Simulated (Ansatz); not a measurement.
A nudged elastic band was laid between two geometries of C₂H₅Al (8 atoms, charge 0, multiplicity 1).

Method: Ansatz 0.2.0, RHF/cc-pVDZ.

```yaml
movable_images: 9
climbing_image: yes
spring: 5.0 eV/Å²
optimiser: quadratic models (default)
start_path: through a guess of the saddle point
force_threshold: 0.05 eV/Å
iteration_limit: 60
end_points: relaxed
```

First end point:

```xyz
8
Properties=species:S:1:pos:R:3
C -1.042 0.848 -0.360
C 0.183 0.644 0.131
Al 0.936 -1.161 0.262
H -1.667 0.029 -0.704
H -1.487 1.837 -0.445
H 0.730 1.532 0.448
H 2.393 -1.407 0.843
H 0.047 -2.381 -0.231
```

Last end point:

```xyz
8
Properties=species:S:1:pos:R:3
C -1.043 0.848 -0.360
C 0.183 0.644 0.130
Al 0.936 -1.160 0.262
H -1.668 0.029 -0.703
H -1.486 1.837 -0.444
H 0.730 1.532 0.447
H 0.047 -2.381 -0.230
H 2.393 -1.406 0.842
```

(1) Which bonds break or form, and what moves?

(2) What energy profile does the band end with?

(3) What is the geometry of the highest image?

(4) What are the harmonic wavenumbers there?

The band took 9 iterations and roughly 80 core-seconds.

Answers

(1) No bond is made or broken. The dihedral C1–C2–Al3–H7 goes from 180 to 0°. The two ends are copies of one structure, up to a mirror image or an exchange of like atoms.

(2) The run converged. The highest image is number 5 of 0 to 10, 0.189 eV above the ends, which have the same energy within 2 meV. A vibrational analysis at the climbing image gives one clearly imaginary mode, 202i cm⁻¹: a first-order saddle point.

```csv
image,path coordinate (Å),energy (eV),dihedral C1–C2–Al3–H7 (°)
0,0.00,0.000,180
1,0.47,0.017,-160
2,0.95,0.063,-141
3,1.42,0.122,-124
4,1.89,0.170,-107
5,2.36,0.189,-90
6,2.84,0.170,-73
7,3.31,0.122,-56
8,3.78,0.063,-37
9,4.25,0.017,-19
10,4.72,0.000,0
```

(3) 
```xyz
8
Properties=species:S:1:pos:R:3
C -1.097 0.904 -0.092
C 0.196 0.595 -0.185
Al 0.948 -1.197 0.172
H -1.853 0.177 0.195
H -1.477 1.901 -0.297
H 0.853 1.416 -0.483
H 1.436 -1.591 1.631
H 1.086 -2.262 -0.998
```

(4) 202i, 215, 369, 595, 628, 677, 853, 1076, 1087, 1136, 1382, 1541, 1775, 1961, 1971, 3231, 3261, 3335 cm⁻¹.

The run took 83 s on 1 thread of Arm Neoverse V1, with other jobs on the host, peak memory 0.13 GiB.
